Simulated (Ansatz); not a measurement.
Gas-phase electronic energies from Ansatz, PBE0-D4/def2-TZVP geometries. CCSD(T)/CBS adds triple-zeta CCSD(T) − MP2 to the extrapolated MP2 energy (def2 sets, frozen cores). This one scheme is used for every species. Functionals use def2-TZVPP. B3LYP here is the variant with VWN-RPA as its local correlation; programs differ in this. Each species was taken in one conformer, which may not be the lowest.

Reaction (substitution at a C–O bond): `OCC(O)O` + H–F → `OC(O)CF` + H₂O

CCSD(T)/CBS gives +12.7 kJ/mol.

**Question.** Another level gave +8.0 kJ/mol. Which?
A. HF/def2-TZVPP
B. B3LYP/def2-TZVPP
C. r2SCAN-D4/def2-TZVPP
D. MP2/def2-TZVPP

**Answer.** C. r2SCAN-D4 8.0, B3LYP 3.4, MP2/def2-TZVPP 17.4, HF/def2-TZVPP -0.8 kJ/mol.

Largest T1 diagnostic among the species: 0.011.

In def2-TZVPP, CCSD(T) changes the Hartree–Fock value by +14.1 kJ/mol (the triples alone add +1.8 kJ/mol) and MP2 by +18.2 kJ/mol. The D4 term adds +3.5 kJ/mol with B3LYP and +1.8 kJ/mol with PBE0; it sums over pairs of atoms, weighted by their polarisabilities, and B3LYP, whose exchange is more repulsive, gets the larger term.
